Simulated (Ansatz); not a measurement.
Rock-salt PbTe: smallest direct gap on the k points sampled by level of theory

No measured value is used here.

| level (code) | value (eV) |
|---|---|
| BLYP (Ansatz) | 0.83 |
| PBE0 (Ansatz) | 1.65 |
| Hartree–Fock (Ansatz) | [?] |
| G0W0@PBE (Ansatz) | 1.07 |

Problem. Fill in the missing entries.

Solution. 
- Hartree–Fock (Ansatz, an electronic-structure program), value (eV): 5.26

Computed values are for a static lattice. Spin–orbit coupling is included only where a level's name says +SOC; with heavier elements it mostly lowers gaps and can invert bands.  G0W0@PBE: filled d or f shells below the valence bands can shift G0W0 gaps through exchange with them, which wasn't tested here. Values are at the measured cell. Cutoffs and k meshes differ between the levels. Ansatz's density-functional and Hartree–Fock values are scalar-relativistic unless marked +SOC, with PAW data made under PBE.
